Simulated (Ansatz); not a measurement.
Crystal structures of hafnium under BLYP

These are results of DFT, BLYP, plane waves (420 eV) with PAW, scalar-relativistic in Ansatz 0.2.0, not measurements. The PAW files were generated under PBE, with cores re-solved for the functional.

Each structure is relaxed within its own symmetry, so a high-lying one may be dynamically unstable.

```
        structure  ΔE (meV/atom)  V (Å³/atom)                                     cell     magnetic state
              hcp              0        23.14   a = 3.232 Å, c = 5.115 Å (c/a = 1.582)  spin not included
omega (AlB2-type)             48        22.94   a = 5.038 Å, c = 3.130 Å (c/a = 0.621)  spin not included
             dhcp             51        23.27  a = 3.227 Å, c = 10.317 Å (c/a = 3.197)  spin not included
              fcc             70        23.17                              a = 4.526 Å  spin not included
              bcc            174        22.90                              a = 3.578 Å  spin not included
              A15            224        23.22                              a = 5.706 Å  spin not included
     simple cubic            898        25.82                              a = 2.956 Å  spin not included
          diamond           2205        37.42                              a = 6.689 Å  spin not included
```

ΔE counts from hcp.

Differences under about 8 meV lie within the error of the k-point mesh.
